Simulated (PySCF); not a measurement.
Bond curve of BP

Set-up: B def2-TZVP, P def2-TZVP; no relativity (PySCF 2.14). Energies in eV from B + P in their ground configurations at the same level. State: ³Π (triplet), unpaired electrons σ ↑, π ↑.

All columns are PBE0. A positive dipole means B(−)P(+).

| R (Å) | E (eV) | μ (D) | Mulliken charge on B (basis-dependent) | HOMO (eV) | LUMO (eV) | Mayer bond order | ⟨S²⟩ |
| --- | --- | --- | --- | --- | --- | --- | --- |
| 1.497 | -2.386 | 0.06 | -0.07 | -7.64 | -5.03 | 2.47 | 2.01 |
| 1.567 | -3.078 | -0.03 | -0.03 | -7.43 | -4.87 | 2.43 | 2.01 |
| 1.637 | -3.462 | -0.11 | 0.00 | -7.25 | -4.72 | 2.39 | 2.01 |
| 1.689 | -3.597 | -0.18 | 0.02 | -7.13 | -4.62 | 2.36 | 2.01 |
| 1.741 | -3.632 | -0.24 | 0.03 | -7.01 | -4.53 | 2.33 | 2.01 |
| 1.793 | -3.590 | -0.29 | 0.04 | -6.91 | -4.44 | 2.30 | 2.01 |
| 1.863 | -3.444 | -0.37 | 0.04 | -6.77 | -4.33 | 2.25 | 2.01 |
| 1.950 | -3.167 | -0.46 | 0.05 | -6.62 | -4.21 | 2.17 | 2.01 |
| 2.054 | -2.760 | -0.56 | 0.06 | -6.45 | -4.07 | 2.05 | 2.01 |
| 2.194 | -2.186 | -0.69 | 0.07 | -6.20 | -4.08 | 1.86 | 2.02 |

A fit through these points gives, at Re = 1.736 Å, μ = -0.23 D and dμ/dR = -1.14 D/Å; the reduced mass is 8.122 u.

Q: How strong is the fundamental in the double-harmonic approximation, I = 42.26·(dμ/dR)²/μred km/mol?

A: I = 42.26·(-1.14)²/8.122 = 6.76 km/mol at PBE0.

The state is the lowest determinant that a PBE0 search found; another state may lie lower at other levels.
